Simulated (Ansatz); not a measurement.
Ansatz (a quantum-chemistry and plane-wave program) input (B3LYP/LANL2DZ): The .json file is the Basis Set Exchange's LANL2DZ.

Ansatz 0.2 input:
```yaml
crystal:
  periodic: [false, false, false]
  atoms:
    - {symbol: C, position_ang: [-0.01834054, -0.04095923, -1.20035978]}
    - {symbol: C, position_ang: [0.00307410, 0.01730012, 0.18214472]}
    - {symbol: N, position_ang: [0.02261523, 0.11860536, 1.35580394]}
    - {symbol: H, position_ang: [0.88544576, -0.36826819, -1.70388387]}
    - {symbol: H, position_ang: [-0.95215375, -0.32001471, -1.67745335]}
basis:
  gaussian:
    orbitals: LANL2DZ.json
hamiltonian:
  xc: {name: B3LYP}
total_charge: -1
relax: {f_tol: 0.003, max_steps: 120}
```

Output:

```
WARN ansatz: RAYON_NUM_THREADS=1 ignored (pool sized by the plan → 1); use --threads N
Functional definition: B3LYP
integrals: 0.01 GiB planned
474 factors; integrals over basis functions are off by at most 3.2e-4 eV
mean field: 0.08 GiB planned
mean field evaluation 1: about -3592.6947 eV, gradient 2.9e1 eV
mean field evaluation 2: about -3590.0478 eV, gradient 4.6e1 eV
mean field evaluation 4: about -3594.8503 eV, gradient 1.6e0 eV
mean field evaluation 8: about -3594.8546 eV, gradient 7.7e-3 eV
mean field -3594.85460881 eV, -132.1084701936 hartree, gradient 2.0e-5 eV, S^2 0.000000; 0 other end points of the search recorded, 0 dependent functions left out
the calculation of the forces begins
reference -3594.85479653 eV, -132.1084770923 hartree; 11, 11 occupied and 20, 20 virtual orbitals, 474 factors
relax step   1: F+E_penalty+E_count = -3594.85460881 eV  Δ(F+E_penalty+E_count) = +0.000e0 eV  max|allowed force component| = 3.665e0 eV/Å  Δτ_max = 0.0000 Å  (23 SCF iters, accepted)
these checks for a lower state are left out or cut short: starts, cluster_reference, orbital_swaps, neighbouring_geometries, increment
integrals: 0.01 GiB planned
474 factors; integrals over basis functions are off by at most 3.3e-4 eV
mean field: 0.08 GiB planned
mean field evaluation 16: about -3594.9459 eV, gradient 5.5e-2 eV
mean field -3594.94451908 eV, -132.1117743353 hartree, gradient 6.9e-5 eV, S^2 0.000000; 0 other end points of the search recorded, 0 dependent functions left out
the calculation of the forces begins
reference -3594.94470276 eV, -132.1117810854 hartree; 11, 11 occupied and 20, 20 virtual orbitals, 474 factors
relax step   2: F+E_penalty+E_count = -3594.94451908 eV  Δ(F+E_penalty+E_count) = -8.991e-2 eV  max|allowed force component| = 3.696e-1 eV/Å  Δτ_max = 0.0606 Å  (25 SCF iters, accepted)
these checks for a lower state are left out or cut short: starts, cluster_reference, orbital_swaps, neighbouring_geometries, increment
integrals: 0.01 GiB planned
474 factors; integrals over basis functions are off by at most 3.5e-4 eV
mean field: 0.08 GiB planned
mean field -3594.95128162 eV, -132.1120228541 hartree, gradient 9.7e-6 eV, S^2 0.000000; 0 other end points of the search recorded, 0 dependent functions left out
the calculation of the forces begins
reference -3594.95145909 eV, -132.1120293759 hartree; 11, 11 occupied and 20, 20 virtual orbitals, 474 factors
relax step   3: F+E_penalty+E_count = -3594.95128162 eV  Δ(F+E_penalty+E_count) = -6.763e-3 eV  max|allowed force component| = 2.948e-1 eV/Å  Δτ_max = 0.0806 Å  (27 SCF iters, accepted)
these checks for a lower state are left out or cut short: starts, cluster_reference, orbital_swaps, neighbouring_geometries, increment
integrals: 0.01 GiB planned
474 factors; integrals over basis functions are off by at most 3.5e-4 eV
mean field: 0.08 GiB planned
mean field evaluation 32: about -3594.9544 eV, gradient 1.3e-5 eV
mean field -3594.95437120 eV, -132.1121363940 hartree, gradient 8.9e-6 eV, S^2 0.000000; 0 other end points of the search recorded, 0 dependent functions left out
the calculation of the forces begins
reference -3594.95454866 eV, -132.1121429157 hartree; 11, 11 occupied and 20, 20 virtual orbitals, 474 factors
relax step   4: F+E_penalty+E_count = -3594.95437120 eV  Δ(F+E_penalty+E_count) = -3.090e-3 eV  max|allowed force component| = 1.926e-1 eV/Å  Δτ_max = 0.0260 Å  (28 SCF iters, accepted)
these checks for a lower state are left out or cut short: starts, cluster_reference, orbital_swaps, neighbouring_geometries, increment
integrals: 0.01 GiB planned
474 factors; integrals over basis functions are off by at most 3.6e-4 eV
mean field: 0.08 GiB planned
mean field -3594.95813013 eV, -132.1122745321 hartree, gradient 8.6e-6 eV, S^2 0.000000; 0 other end points of the search recorded, 0 dependent functions left out
the calculation of the forces begins
reference -3594.95830746 eV, -132.1122810490 hartree; 11, 11 occupied and 20, 20 virtual orbitals, 474 factors
relax step   5: F+E_penalty+E_count = -3594.95813013 eV  Δ(F+E_penalty+E_count) = -3.759e-3 eV  max|allowed force component| = 4.081e-2 eV/Å  Δτ_max = 0.0164 Å  (27 SCF iters, accepted)
these checks for a lower state are left out or cut short: starts, cluster_reference, orbital_swaps, neighbouring_geometries, increment
integrals: 0.01 GiB planned
474 factors; integrals over basis functions are off by at most 3.6e-4 eV
mean field: 0.08 GiB planned
mean field -3594.95813217 eV, -132.1122746070 hartree, gradient 4.0e-5 eV, S^2 0.000000; 0 other end points of the search recorded, 0 dependent functions left out
the calculation of the forces begins
reference -3594.95830953 eV, -132.1122811251 hartree; 11, 11 occupied and 20, 20 virtual orbitals, 474 factors
relax step   6: F+E_penalty+E_count = -3594.95813217 eV  Δ(F+E_penalty+E_count) = -2.038e-6 eV  max|allowed force component| = 3.605e-2 eV/Å  Δτ_max = 0.0014 Å  (19 SCF iters, accepted)
these checks for a lower state are left out or cut short: starts, cluster_reference, orbital_swaps, neighbouring_geometries, increment
integrals: 0.01 GiB planned
474 factors; integrals over basis functions are off by at most 3.6e-4 eV
mean field: 0.08 GiB planned
mean field -3594.95814586 eV, -132.1122751102 hartree, gradient 1.8e-5 eV, S^2 0.000000; 0 other end points of the search recorded, 0 dependent functions left out
the calculation of the forces begins
reference -3594.95832321 eV, -132.1122816278 hartree; 11, 11 occupied and 20, 20 virtual orbitals, 474 factors
relax step   7: F+E_penalty+E_count = -3594.95814586 eV  Δ(F+E_penalty+E_count) = -1.369e-5 eV  max|allowed force component| = 5.741e-4 eV/Å  Δτ_max = 0.0006 Å  (19 SCF iters, accepted)
integrals: 0.01 GiB planned
474 factors; integrals over basis functions are off by at most 3.6e-4 eV
mean field: 0.08 GiB planned
mean field evaluation 64: about -3594.9581 eV, gradient 1.1e-2 eV
mean field -3594.95814586 eV, -132.1122751102 hartree, gradient 1.8e-5 eV, S^2 0.000000; 1 other end points of the search recorded, 0 dependent functions left out
the calculation of the forces begins
reference -3594.95832321 eV, -132.1122816278 hartree; 11, 11 occupied and 20, 20 virtual orbitals, 474 factors
Total energy: -3594.95832321 eV, -132.1122816278 hartree
Atom 0 at    -0.022242    -0.200247    -1.180795 Å, force    -0.000009    -0.000039    -0.000548 eV/Å
Atom 1 at     0.002712    -0.003942     0.195752 Å, force     0.000008     0.000004     0.000574 eV/Å
Atom 2 at     0.024522     0.167621     1.398908 Å, force    -0.000002     0.000015    -0.000185 eV/Å
Atom 3 at     0.902800    -0.302936    -1.742255 Å, force    -0.000094     0.000013     0.000081 eV/Å
Atom 4 at    -0.967152    -0.253833    -1.715359 Å, force     0.000096     0.000008     0.000078 eV/Å
Dipole moment:    -0.006847    -0.053851    -0.377713 e Å
```

The dipole moment of an ion depends on the origin.
